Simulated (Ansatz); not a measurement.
The inner images of a band of AlFH₄O (7 atoms, charge 0, multiplicity 1) are given out of order.

These are results of RKS B3LYP-D4/cc-pVDZ (Ansatz), not measurements.

Initial state:

```xyz
7
Properties=species:S:1:pos:R:3
Al -0.010 0.067 0.110
H -0.012 0.712 1.567
F 1.467 0.193 -0.737
H -1.312 -0.052 -0.801
O 0.086 -1.892 0.682
H -0.603 -2.482 0.335
H 0.168 -2.070 1.633
```

Final state:

```xyz
7
Properties=species:S:1:pos:R:3
Al -0.020 -0.593 -0.322
H 0.175 0.273 2.024
F 1.426 0.256 -0.525
H -1.376 0.154 -0.599
O 0.131 -2.274 0.034
H -0.631 -2.865 0.044
H 0.078 -0.477 2.133
```

**Question.** Put them in order from the first end to the last, with their energies above the first end.
A.
```xyz
7
Properties=species:S:1:pos:R:3
Al 0.011 -0.222 -0.080
H 0.036 -0.090 1.703
F 1.485 0.318 -0.708
H -1.352 0.191 -0.747
O 0.142 -1.976 0.594
H -0.577 -2.623 0.518
H 0.038 -1.123 1.510
```
B.
```xyz
7
Properties=species:S:1:pos:R:3
Al 0.008 -0.372 -0.177
H 0.040 -0.104 1.803
F 1.469 0.335 -0.653
H -1.348 0.220 -0.710
O 0.152 -2.040 0.435
H -0.589 -2.657 0.446
H 0.053 -0.908 1.644
```
C.
```xyz
7
Properties=species:S:1:pos:R:3
Al -0.001 -0.004 0.033
H 0.018 0.272 1.622
F 1.476 0.280 -0.764
H -1.333 0.109 -0.820
O 0.137 -1.952 0.643
H -0.577 -2.597 0.507
H 0.064 -1.633 1.567
```
D.
```xyz
7
Properties=species:S:1:pos:R:3
Al 0.002 -0.476 -0.284
H 0.046 -0.010 1.936
F 1.453 0.325 -0.611
H -1.349 0.224 -0.679
O 0.162 -2.124 0.254
H -0.606 -2.696 0.365
H 0.076 -0.769 1.807
```
E.
```xyz
7
Properties=species:S:1:pos:R:3
Al -0.008 0.038 0.071
H 0.013 0.495 1.602
F 1.463 0.237 -0.769
H -1.323 0.043 -0.823
O 0.112 -1.918 0.664
H -0.570 -2.561 0.410
H 0.096 -1.858 1.634
```
F.
```xyz
7
Properties=species:S:1:pos:R:3
Al -0.004 -0.541 -0.342
H 0.076 0.131 2.040
F 1.443 0.292 -0.588
H -1.355 0.197 -0.661
O 0.148 -2.203 0.112
H -0.623 -2.770 0.233
H 0.100 -0.633 1.994
```
G.
```xyz
7
Properties=species:S:1:pos:R:3
Al 0.009 -0.088 -0.013
H 0.023 0.063 1.646
F 1.491 0.301 -0.741
H -1.345 0.155 -0.787
O 0.150 -1.965 0.644
H -0.578 -2.603 0.558
H 0.034 -1.388 1.482
```

**Answer.** E (+0.03 eV), C (+0.15 eV), G (+0.42 eV), A (+0.78 eV), B (+0.35 eV), D (0.00 eV), F (-0.10 eV).

Time of the run: 2.2 min on 1 thread of Arm Neoverse V1, with other jobs on the host, peak memory 0.12 GiB.
